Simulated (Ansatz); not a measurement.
A CCSD(T) single point on C5H9N, SMILES `CC(C)(C)C#N`.

```yaml
crystal:
  periodic: [false, false, false]
  atoms:
    - {symbol: C, position_ang: [-0.571816, -0.560970, 1.249363]}
    - {symbol: C, position_ang: [-0.059400, 0.182614, 0.012921]}
    - {symbol: C, position_ang: [1.470704, 0.150433, -0.032341]}
    - {symbol: C, position_ang: [-0.643240, -0.435132, -1.260584]}
    - {symbol: C, position_ang: [-0.494520, 1.580505, 0.095504]}
    - {symbol: N, position_ang: [-0.835630, 2.676936, 0.160660]}
    - {symbol: H, position_ang: [-0.253763, -1.604916, 1.199253]}
    - {symbol: H, position_ang: [-1.661450, -0.533278, 1.300621]}
    - {symbol: H, position_ang: [-0.173236, -0.121366, 2.165103]}
    - {symbol: H, position_ang: [1.849182, 0.689209, -0.902499]}
    - {symbol: H, position_ang: [1.807281, -0.887072, -0.093901]}
    - {symbol: H, position_ang: [1.899648, 0.600791, 0.864255]}
    - {symbol: H, position_ang: [-0.296654, 0.095415, -2.148894]}
    - {symbol: H, position_ang: [-0.325039, -1.477684, -1.333553]}
    - {symbol: H, position_ang: [-1.733965, -0.406386, -1.246606]}
basis:
  gaussian: {orbitals: def2-TZVPP}
correlation: {method: ccsd_t}
output: {orbitals: {seedname: orbitals}}
```

```sh
$ ansatz run in.yaml --threads 2 --pin off --events-out ev --progress --plain --max-ram 32768MiB --backend cuda --devices 0, --max-vram 18GiB
```

Log, shortened:

```
Functional definition: HF
1829 factors; integrals over basis functions are off by at most 1.2e-3 eV
mean field evaluation 1: about -6773.8480 eV, gradient 4.2e1 eV
mean field evaluation 2: about -6774.1692 eV, gradient 4.2e1 eV
mean field evaluation 4: about -6778.9009 eV, gradient 7.4e0 eV
mean field evaluation 8: about -6779.0487 eV, gradient 3.9e-1 eV
mean field -6779.04932650 eV, -249.1254677441 hartree, gradient 2.5e-6 eV, S^2 0.000000; 0 other end points of the search recorded, 0 dependent functions left out
6 core orbitals not correlated: weight in the atoms' cores, before any rotation towards them, 1.000 or more for the frozen orbitals, at most 0.000 for the correlated occupied ones
reference -6779.04932650 eV, -249.1254677441 hartree; 17, 17 occupied and 289, 289 virtual orbitals, 1829 factors
second order -28.29773820 eV of doubles, -0.00000000 eV of singles
cycle   1  -28.55138794 eV  change   -2.5e-1 eV  update   1.2e-1
cycle   2  -29.30382557 eV  change   -7.5e-1 eV  update   3.5e-2
cycle   3  -29.45991017 eV  change   -1.6e-1 eV  update   1.5e-2
cycle   4  -29.45773456 eV  change    2.2e-3 eV  update   3.8e-3
cycle   5  -29.46046062 eV  change   -2.7e-3 eV  update   1.5e-3
cycle   6  -29.46100375 eV  change   -5.4e-4 eV  update   3.7e-4
cycle   7  -29.46106784 eV  change   -6.4e-5 eV  update   1.1e-4
cycle   8  -29.46111894 eV  change   -5.1e-5 eV  update   2.9e-5
cycle   9  -29.46112868 eV  change   -9.7e-6 eV  update   1.1e-5
perturbative correction -1.30877959 eV, -0.0480967630 hartree
Total energy: -6809.81923478 eV, -250.2562410168 hartree
```

Run time 21 s (2 threads of an AMD EPYC 7R13 on a shared host and a share of an NVIDIA H100 80 GB); peak host memory 1.4 GiB.

Correlation energy per correlated electron: -0.905 eV. T1 diagnostic: 0.0107.
